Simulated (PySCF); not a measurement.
Methyl isopropyl ketone, C5H10O.
Numbering: `[CH3:1][C:2](=[O:3])[CH:4]([CH3:5])[CH3:6]` (hydrogens: H7, H8, H9 on C1; H10 on C4; H11, H12, H13 on C5; H14, H15, H16 on C6)

The same species was optimised twice, with GFN2-xTB and with PBE0-D3(BJ)/def2-SVP (PySCF), and the same property calculations (PySCF, gas phase) were run on both structures.

```
     coordinate  GFN2-xTB  PBE0-D3(BJ)/def2-SVP  change
      C4–C5 (Å)     1.526                 1.519  -0.007
      C2=O3 (Å)     1.204                 1.208  +0.004
      C2–C4 (Å)     1.523                 1.526  +0.003
      C1–C2 (Å)     1.508                 1.510  +0.002
      C4–C6 (Å)     1.533                 1.532  -0.001
   C2–C4–C6 (°)     107.5                 110.4    +2.9
   C1–C2–C4 (°)     114.6                 117.3    +2.7
   C1–C2–O3 (°)     122.7                 121.2    -1.5
   C5–C4–C6 (°)     110.5                 111.7    +1.2
   O3–C2–C4 (°)     122.7                 121.5    -1.2
   C2–C4–C5 (°)     110.8                 111.1    +0.3
C1–C2–C4–C5 (°)       149                   168     +19
```

Rotational constants: A = 4785, B = 2828, C = 2307 MHz (GFN2-xTB) against A = 4727, B = 3007, C = 2140 MHz (PBE0-D3(BJ)/def2-SVP). Point groups within 0.08 Å: C1 and C1.

On the GFN2-xTB structure: HOMO (eV) -7.10 [PBE0/pcSseg-1]; LUMO (eV) -0.26 [PBE0/pcSseg-1]; dipole (D) 2.83 [PBE0/pcSseg-1]; GIAO shielding of C1 (ppm) 155.5 [PBE0/pcSseg-1]; GIAO shielding of C2 (ppm) -30.2 [PBE0/pcSseg-1]; GIAO shielding of O3 (ppm) -316.5 [PBE0/pcSseg-1]; GIAO shielding of C4 (ppm) 143.0 [PBE0/pcSseg-1]; GIAO shielding of C5/C6 (mean) (ppm) 166.2 [PBE0/pcSseg-1].

Problem. What do these properties become on the PBE0-D3(BJ)/def2-SVP structure?

Solution. 
```json
{"property": "HOMO (eV)", "level": "PBE0/pcSseg-1", "on GFN2-xTB": "-7.10", "on PBE0-D3(BJ)/def2-SVP": "-7.12", "change": "-0.02"}
{"property": "LUMO (eV)", "level": "PBE0/pcSseg-1", "on GFN2-xTB": "-0.26", "on PBE0-D3(BJ)/def2-SVP": "-0.33", "change": "-0.07"}
{"property": "dipole (D)", "level": "PBE0/pcSseg-1", "on GFN2-xTB": "2.83", "on PBE0-D3(BJ)/def2-SVP": "2.88", "change": "+0.05"}
{"property": "energy, GFN2-xTB geometry as zero (kcal/mol)", "level": "PBE0/pcSseg-1", "on GFN2-xTB": "0.0", "on PBE0-D3(BJ)/def2-SVP": "-0.3", "change": "-0.3"}
{"property": "GIAO shielding of C1 (ppm)", "level": "PBE0/pcSseg-1", "on GFN2-xTB": "155.5", "on PBE0-D3(BJ)/def2-SVP": "155.6", "change": "+0.1"}
{"property": "GIAO shielding of C2 (ppm)", "level": "PBE0/pcSseg-1", "on GFN2-xTB": "-30.2", "on PBE0-D3(BJ)/def2-SVP": "-29.8", "change": "+0.4"}
{"property": "GIAO shielding of O3 (ppm)", "level": "PBE0/pcSseg-1", "on GFN2-xTB": "-316.5", "on PBE0-D3(BJ)/def2-SVP": "-346.8", "change": "-30.3"}
{"property": "GIAO shielding of C4 (ppm)", "level": "PBE0/pcSseg-1", "on GFN2-xTB": "143.0", "on PBE0-D3(BJ)/def2-SVP": "141.6", "change": "-1.4"}
{"property": "GIAO shielding of C5/C6 (mean) (ppm)", "level": "PBE0/pcSseg-1", "on GFN2-xTB": "166.2", "on PBE0-D3(BJ)/def2-SVP": "164.3", "change": "-1.9"}
```

The heavy atoms differ by 0.196 Å rms after alignment. Among bonds between heavy atoms C4–C5 changes most (-0.007 Å). Changes are differences of the printed values. Neither structure is proved a minimum here.

Shape of the structure used: `[CH3:1][C:2](=[O:3])[CH:4]([CH3:5])[CH3:6]`: C1–C2–C4–C5 168°.
